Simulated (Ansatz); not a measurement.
Cost and result for the atomization energy of B$_{2}$H$_{4}$, SMILES `BB` (6 atoms, 5 bonds).

Charge 0, multiplicity 1. All single points use the PBE0-D4/def2-TZVP geometry. Program: Ansatz. All runs use 2 threads of an Arm Neoverse V1 on a shared host. Times are those of one run each, without the atoms' runs, and a repeat can differ threefold. Electronic energies, without spin–orbit coupling; frozen cores. CCSD(T)/CBS adds CCSD(T) − MP2 in def2-TZVPP to the MP2 limit, and its time is that of the two runs behind it. T1 = 0.012. B3LYP takes the VWN-RPA correlation (the form of Gaussian; ORCA's B3LYP/G). HSE06 is the plane-wave form, built on full-range PBE exchange.

CCSD(T)/CBS is a level of theory with its own doubt, some kJ/mol a heavy atom from the limit and from the frozen cores, so smaller differences don't rank the functionals.

```
                             level  functions  wall time
                  CCSD(T)/def2-SVP         48     0.25 s
            LDA (SPW92)/def2-TZVPP        118      0.4 s
              revPBE-D4/def2-TZVPP        118      0.6 s
   PBE-D4/def2-TZVPP (with forces)        118      0.8 s
               HSE06-D4/def2-TZVPP        118     0.85 s
 B3LYP-D4/def2-TZVPP (with forces)        118        1 s
             r2SCANh-D4/def2-TZVPP        118      1.4 s
r2SCAN-D4/def2-TZVPP (with forces)        118      1.4 s
                 B97M-V/def2-TZVPP        118      2.3 s
                CCSD(T)/def2-TZVPP        118      2.3 s
                ωB97X-V/def2-TZVPP        118      2.5 s
                    MP2/def2-QZVPP        234      3.2 s
                 CCSD(T)/CBS(def2)          –      5.5 s
```

(1) What atomization energy does each give, and how far from CCSD(T)/CBS? (An estimate is asked.)

Answers

(1) Ansatz gave: 
| level | atomization (kJ/mol) | difference from CCSD(T)/CBS | per bond |
| --- | --- | --- | --- |
| CCSD(T)/def2-SVP | 1810.1 | -66.6 | -13.3 |
| LDA (SPW92)/def2-TZVPP | 2092.5 | 215.8 | 43.2 |
| revPBE-D4/def2-TZVPP | 1876.1 | -0.6 | -0.1 |
| PBE-D4/def2-TZVPP (with forces) | 1907.5 | 30.8 | 6.1 |
| HSE06-D4/def2-TZVPP | 1902.4 | 25.7 | 5.1 |
| B3LYP-D4/def2-TZVPP (with forces) | 1921.0 | 44.3 | 8.9 |
| r2SCANh-D4/def2-TZVPP | 1912.4 | 35.7 | 7.1 |
| r2SCAN-D4/def2-TZVPP (with forces) | 1917.5 | 40.8 | 8.2 |
| B97M-V/def2-TZVPP | 1923.8 | 47.1 | 9.4 |
| CCSD(T)/def2-TZVPP | 1845.1 | -31.6 | -6.3 |
| ωB97X-V/def2-TZVPP | 1904.5 | 27.8 | 5.6 |
| MP2/def2-QZVPP | 1869.4 | -7.3 | -1.5 |
| CCSD(T)/CBS(def2) | 1876.7 | 0.0 | 0.0 |

From r2SCAN to r2SCAN0 (25 % exact exchange), in def2-TZVPP and without D4, the atomization energy moves by −12.1 kJ/mol: exact exchange takes away binding that semilocal exchange gives to molecules. The D4 term adds +7.8 kJ/mol with B3LYP and +4.0 kJ/mol with PBE0; it sums over pairs of atoms, weighted by their polarisabilities, and B3LYP, whose exchange is more repulsive, gets the larger term. At CCSD(T), def2-SVP lies −66.6 kJ/mol from the extrapolated value and def2-TZVPP −31.6 kJ/mol: correlation converges slowly with the basis, and small sets miss more of it in the bonded molecule than in its fragments.
